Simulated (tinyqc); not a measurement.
Extended Hueckel theory, for NH3+, step by step. The parameters take no account of the charge, which enters only through the electron count. One step of it, computed by the program tinyqc.

Question. Mulliken analysis. P = C n C^T; charge = valence electrons (H 1, N 5) minus the sum of (P S)_ii on the atom; overlap population = 2 sum P_ij S_ij between two atoms.

coefficients, order 1N 2s, 1N 2px, 1N 2py, 1N 2pz, 2H 1s, 3H 1s, 4H 1s:
```
[[0.716555, 0.000000, -0.000040, 0.035577, 0.000347, 0.000000, 1.387888],
 [-0.000001, 0.000000, 0.619845, -0.000002, 1.119910, 0.000000, -0.000373],
 [0.000000, 0.619702, 0.000000, 0.000000, 0.000000, 1.120504, 0.000000],
 [0.006176, 0.000000, 0.000002, 0.998359, -0.000019, 0.000000, -0.102468],
 [0.167313, 0.000000, 0.440574, -0.012524, -1.068445, 0.000000, -0.754517],
 [0.167392, 0.381485, -0.220187, -0.012531, 0.533771, -0.925333, -0.755567],
 [0.167392, -0.381485, -0.220187, -0.012531, 0.533771, 0.925333, -0.755567]]
```

occupations: [2.000000, 2.000000, 2.000000, 1.000000, 0.000000, 0.000000, 0.000000]

overlap S, order 1N 2s, 1N 2px, 1N 2py, 1N 2pz, 2H 1s, 3H 1s, 4H 1s:
```
[[1.000000, 0.000000, 0.000000, 0.000000, 0.517078, 0.517270, 0.517270],
 [0.000000, 1.000000, 0.000000, 0.000000, 0.461101, -0.230430, -0.230430],
 [0.000000, 0.000000, 1.000000, 0.000000, 0.000000, 0.399509, -0.399509],
 [0.000000, 0.000000, 0.000000, 1.000000, -0.036695, -0.036714, -0.036714],
 [0.517078, 0.461101, 0.000000, -0.036695, 1.000000, 0.181772, 0.181772],
 [0.517270, -0.230430, 0.399509, -0.036714, 0.181772, 1.000000, 0.181670],
 [0.517270, -0.230430, -0.399509, -0.036714, 0.181772, 0.181670, 1.000000]]
```

Give: charges; Overlap populations.

Answer.

charges: [0.3105, 0.2298, 0.2298, 0.2298]

Overlap populations:
```
pair      value
2-1    0.751920
3-1    0.752085
3-2   -0.050113
4-1    0.752085
4-2   -0.050113
4-3   -0.050104
```
